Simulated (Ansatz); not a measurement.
Input for Ansatz (development build ahead of 0.2.0):

```yaml
crystal:
  periodic: [false, false, false]
  atoms:
    - { symbol: B, position_ang: [0.0, 0.0, -0.72391] }
    - { symbol: B, position_ang: [0.0, 0.0, 0.72391] }
basis:
  gaussian: { orbitals: cc-pVDZ }
magnetization:
  spin_polarized: true
  initial_magnetization: 2
hamiltonian:
  xc: hf
```

The input is written out in the form of the current development build from the run's settings.

The run gave:

* Converged: yes
* Total energy: -49.13800 hartree
* Spin squared of the determinant: 2.932

Caution: the unrestricted determinant is a mixture of spin states.
